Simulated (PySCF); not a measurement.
Species: H2O.
SMILES: `O`

The calculation used PBE0-D3(BJ)/def2-SVP geometry optimisation, gas phase (PySCF 2.14.0).

Masses are those of the commonest isotopes; rigid-rotor values at the optimised geometry. 

Problem. Give the principal moments of inertia and the rotational constants in cm⁻¹.

Solution. Ia = 0.64, Ib = 1.15, Ic = 1.79 u·Å²; 505379 MHz·u·Å²/I gives 789547, 440600 and 282791 MHz, that is A = 26.33645, B = 14.69684, C = 9.43289 cm⁻¹.

Problem. What kind of rotor is it?

Solution. An asymmetric top; Ray's κ = -0.377.

Problem. Give the coordinates in the principal-axis frame, origin at the centre of mass.

Solution. The sense of each axis is arbitrary; atoms in the order of the calculation.
```csv
atom,mass (u),a (Å),b (Å),c (Å)
O1,15.995,0.000,0.067,0.000
H2,1.008,-0.754,-0.531,0.000
H3,1.008,0.754,-0.531,0.000
```

Problem. Which lines would a microwave search look for?

Solution. The dipole components are |μa| = 0.00 D, |μb| = 2.03 D, |μc| = 0.00 D; the symmetry axis of this C2v structure is b, so μa and μc vanish by symmetry and there are no a-type or c-type lines. Some lines, for components of 0.1 D or more:

```json
{"type": "b", "branch": "Q", "J(Ka,Kc)": "1(1,0) ← 1(0,1)", "MHz": "506756", "lower level (cm⁻¹)": "24.130"}
{"type": "b", "branch": "Q", "J(Ka,Kc)": "3(1,2) ← 3(0,3)", "MHz": "1065808", "lower level (cm⁻¹)": "138.245"}
{"type": "b", "branch": "R", "J(Ka,Kc)": "1(1,1) ← 0(0,0)", "MHz": "1072338", "lower level (cm⁻¹)": "0.000"}
{"type": "b", "branch": "Q", "J(Ka,Kc)": "4(2,2) ← 4(1,3)", "MHz": "1110966", "lower level (cm⁻¹)": "277.174"}
{"type": "b", "branch": "Q", "J(Ka,Kc)": "2(2,1) ← 2(1,2)", "MHz": "1520268", "lower level (cm⁻¹)": "78.765"}
{"type": "b", "branch": "Q", "J(Ka,Kc)": "4(3,1) ← 4(2,2)", "MHz": "1805478", "lower level (cm⁻¹)": "314.232"}
{"type": "b", "branch": "Q", "J(Ka,Kc)": "3(3,1) ← 3(2,2)", "MHz": "2163080", "lower level (cm⁻¹)": "201.865"}
{"type": "b", "branch": "Q", "J(Ka,Kc)": "4(3,2) ← 4(2,3)", "MHz": "2264142", "lower level (cm⁻¹)": "297.259"}
{"type": "b", "branch": "R", "J(Ka,Kc)": "4(1,4) ← 3(0,3)", "MHz": "2637076", "lower level (cm⁻¹)": "138.245"}
{"type": "b", "branch": "R", "J(Ka,Kc)": "2(2,1) ← 1(1,0)", "MHz": "2651432", "lower level (cm⁻¹)": "41.033"}
{"type": "b", "branch": "R", "J(Ka,Kc)": "2(2,0) ← 1(1,1)", "MHz": "2851836", "lower level (cm⁻¹)": "35.769"}
{"type": "b", "branch": "Q", "J(Ka,Kc)": "4(4,0) ← 4(3,1)", "MHz": "2888441", "lower level (cm⁻¹)": "374.456"}
{"type": "b", "branch": "R", "J(Ka,Kc)": "3(2,2) ← 2(1,1)", "MHz": "3217014", "lower level (cm⁻¹)": "94.557"}
{"type": "b", "branch": "R", "J(Ka,Kc)": "4(2,3) ← 3(1,2)", "MHz": "3701290", "lower level (cm⁻¹)": "173.797"}
{"type": "b", "branch": "R", "J(Ka,Kc)": "3(2,1) ← 2(1,2)", "MHz": "3886301", "lower level (cm⁻¹)": "78.765"}
{"type": "b", "branch": "R", "J(Ka,Kc)": "3(3,1) ← 2(2,0)", "MHz": "4290659", "lower level (cm⁻¹)": "130.896"}
{"type": "b", "branch": "R", "J(Ka,Kc)": "4(3,2) ← 3(2,1)", "MHz": "4928115", "lower level (cm⁻¹)": "208.398"}
{"type": "b", "branch": "R", "J(Ka,Kc)": "4(2,2) ← 3(1,3)", "MHz": "5149488", "lower level (cm⁻¹)": "142.463"}
{"type": "b", "branch": "R", "J(Ka,Kc)": "4(4,1) ← 3(3,0)", "MHz": "5890925", "lower level (cm⁻¹)": "274.268"}
```

Whether it is a minimum is left open (no frequencies). Constants of a rigid frame at the computed geometry: no zero-point averaging, no centrifugal distortion.
